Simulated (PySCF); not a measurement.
C3H10NP.
Z-matrix (Å and degrees, PBE0-D3(BJ)/def2-SVP geometry), rows numbered from 1:
```
C 
P   1  1.8095
C   2  1.8346  1  104.75
C   2  1.8354  1  104.39  3   107.10
N   2  1.5706  1  107.55  3  -126.59
H   1  1.0992  2  112.02  3   -51.48
H   1  1.0991  2  108.28  3  -172.82
H   1  1.0988  2  108.22  3    70.08
H   3  1.1005  2  109.03  1   177.17
H   3  1.1007  2  112.61  1    56.10
H   3  1.0998  2  108.23  1   -65.31
H   4  1.1008  2  112.82  1   -54.28
H   4  1.1002  2  108.19  1    67.26
H   4  1.1007  2  108.99  1  -175.53
H   5  1.0187  2  114.57  1   178.04
```

Jobs on this species (15 atoms, 50 electrons) with PySCF (density fitting). Hardware of each: an Intel Xeon Platinum 8259CL at 2.50 GHz with one thread, on a shared host. Times come from a shared host and carry two figures at best. Peak memory is the resident size of the whole Python process, interpreter and libraries included.

```tsv
level and settings	work	basis functions	SCF cycles	wall time	peak memory
BHandHLYP/aug-pcX-1 (pcseg-1 on H, def2-SVPD on P)	K-edge TDA, 24 lines	206	?	?	?
PBE0-D3(BJ)/def2-SVP, grid level 1	geometry optimisation from a GFN2-xTB start shaken at random	124	61	64 s	0.51 GiB
PBE0/def2-SVPD	6 singlets by full TDDFT, polarisability, dynamic polarisability	184	12	24 s	0.91 GiB
PBE0/def2-SVPD, IEF-PCM chloroform	6 singlets by full TDDFT, polarisability	184	12	21 s	0.92 GiB
PBE0/def2-SVPD, IEF-PCM dichloromethane	6 singlets by full TDDFT, polarisability	184	12	22 s	0.92 GiB
PBE0/pcSseg-1, IEF-PCM chloroform	shieldings, charges and field gradients	142	12	19 s	0.85 GiB
PBE0/pcSseg-1, IEF-PCM dichloromethane	shieldings	142	12	16 s	0.88 GiB
```

Question: Fill in the missing figures.

Answer: 
- BHandHLYP/aug-pcX-1 (pcseg-1 on H, def2-SVPD on P); K-edge TDA, 24 lines: 18 s, 0.93 GiB, 12 SCF cycles

Question: What do all jobs in the table cost together?

Answer: About 3.1 min; the longest takes about 35 % of that, and about 4 times as long as the shortest.
